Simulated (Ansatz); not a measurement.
This geometry of FH3Si + H2O (8 atoms, charge 0, multiplicity 1) is a first-order saddle point.

Theory: RKS B3LYP-D4/def2-SVP (Ansatz).

```xyz
8
Properties=species:S:1:pos:R:3
Si -0.225 0.058 -0.150
F -0.180 0.727 1.687
H 1.016 -0.694 0.179
H -0.121 1.455 -0.636
H -0.709 -0.692 -1.372
O -1.813 -0.339 0.752
H -2.148 -1.246 0.765
H -1.271 0.103 1.618
```

Q: Which two structures does it join? (They come from a converged band through this point; their orientation in space is the band's.)

A: Bonds broken: Si1–F2, O6–H8. Bonds formed: Si1–O6, F2–H8. FH3Si + H2O becomes FH + H4OSi.

Initial state:

```xyz
8
Properties=species:S:1:pos:R:3
Si 0.313 0.036 -0.134
F 0.158 -0.114 1.496
H 1.780 0.011 -0.396
H -0.255 1.330 -0.579
H -0.313 -1.134 -0.799
O -2.488 0.044 0.838
H -2.730 -0.892 0.798
H -1.915 0.090 1.618
```

Final state:

```xyz
8
Properties=species:S:1:pos:R:3
Si -0.295 -0.120 -0.460
F -0.542 0.853 2.500
H 0.914 -0.780 0.103
H -0.120 1.346 -0.549
H -0.577 -0.699 -1.806
O -1.650 -0.369 0.533
H -2.016 -1.261 0.568
H -1.164 0.400 1.954
```

Q: How far does it lie above each of them?

A: 1.16 eV above the first and 0.85 eV above the second. This is the barrier of this one path; another mechanism may lie lower. The orbitals stay closed-shell, which can raise the energy where a bond breaks towards radicals; this wasn't checked here.

The run took 3.5 min on 1 thread of Arm Neoverse V2, with other jobs on the host, peak memory 0.13 GiB.
